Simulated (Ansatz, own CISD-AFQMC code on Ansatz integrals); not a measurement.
C3H4, SMILES `C=C=C` (charge 0, multiplicity 1).

Cartesian coordinates (Å):
```xyz
7

C      1.2992    -0.0142     0.0020
C      0.0000    -0.0001     0.0000
C     -1.2992     0.0141    -0.0020
H      1.8554    -0.5699    -0.7456
H      1.8649     0.5295     0.7514
H     -1.8692    -0.7281     0.5469
H     -1.8510     0.7687    -0.5527
```
Charge 0, multiplicity 1.

Frozen-core correlation energies in cc-pVDZ at a geometry from PBE0-D3(BJ)/def2-TZVP, on an HF energy of -115.87259 Ha (<S^2> = 0.00). Wave-function levels are from Ansatz, the walk from an own CISD-AFQMC code on Ansatz integrals (time step 0.005/Ha, trial state from CCSD amplitudes, largest double 0.06).

```csv
level,correlation energy (mHa)
MP2,-390.7
CCSD,-425.3
CCSD(T),-441.4
CCSDT(Q),-443.4
```

**Question.** What correlation energy does phaseless AFQMC give, and where does it lie among these levels?

**Answer.** -443.2 ± 0.4 mHa (one standard error). AFQMC minus each level: MP2 -52.6 mHa, CCSD -17.9 mHa, CCSD(T) -1.8 mHa, CCSDT(Q) +0.1 mHa.
